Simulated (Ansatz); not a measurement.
`COC(C)C` → CH₃OH + `C=CC` at 600 K and 1 bar (alkene loss).

Computed with Ansatz on PBE0-D4/def2-TZVP structures; ΔE is electronic, products minus reactants. CCSD(T)/CBS is the MP2 limit (def2-TZVPP, def2-QZVPP) plus CCSD(T) − MP2 in def2-TZVPP, frozen cores. This one scheme is used for every species. One conformer a species, not always the lowest.

```json
{"species": "`COC(C)C`", "CCSD(T)/CBS energy (Eh)": "-233.39375", "H − E (kJ/mol)": "422.5", "S (J/(mol·K))": "431.8"}
{"species": "CH₃OH", "CCSD(T)/CBS energy (Eh)": "-115.61712", "H − E (kJ/mol)": "163.6", "S (J/(mol·K))": "277.3"}
{"species": "`C=CC`", "CCSD(T)/CBS energy (Eh)": "-117.74610", "H − E (kJ/mol)": "248.6", "S (J/(mol·K))": "323.1"}
```

H − E and S are ideal-gas, rigid-rotor, harmonic terms from PBE0-D4/def2-TZVP, for one conformer and one mirror image of each species. 1 Eh = 2625.50 kJ/mol, R = 8.31446 J/(mol·K).

By hand: ΔE, ΔH, ΔS and ΔG.

ΔE = (-115.61712) + (-117.74610) − (-233.39375) = 0.03053 Eh = 80.2 kJ/mol. Δ(H − E) = 163.6 + 248.6 − 422.5 = -10.3, so ΔH = 69.9 kJ/mol. ΔS = 277.3 + 323.1 − 431.8 = 168.6 J/(mol·K). ΔG = 69.9 − 600 × (168.6)/1000 = -31.3 kJ/mol.

By hand: the equilibrium constant, and the temperature at which ΔG would vanish if ΔH and ΔS stayed fixed.

log₁₀ K = −ΔG/(RT ln 10) = 2.7. ΔG = 0 at ΔH/ΔS = 415 K.

The number of gas molecules changes by +1, which sets the sign of ΔS. A doubt of 5 kJ/mol in ΔE shifts log₁₀ K by 0.4 here. Other conformers and mirror images would add mixing entropy, several J/(mol·K) or more a flexible species. These are equilibria of isolated gas molecules and say nothing of rates. Largest T1 diagnostic: 0.010 (customary marks: 0.02 for closed shells, 0.045 for open ones).
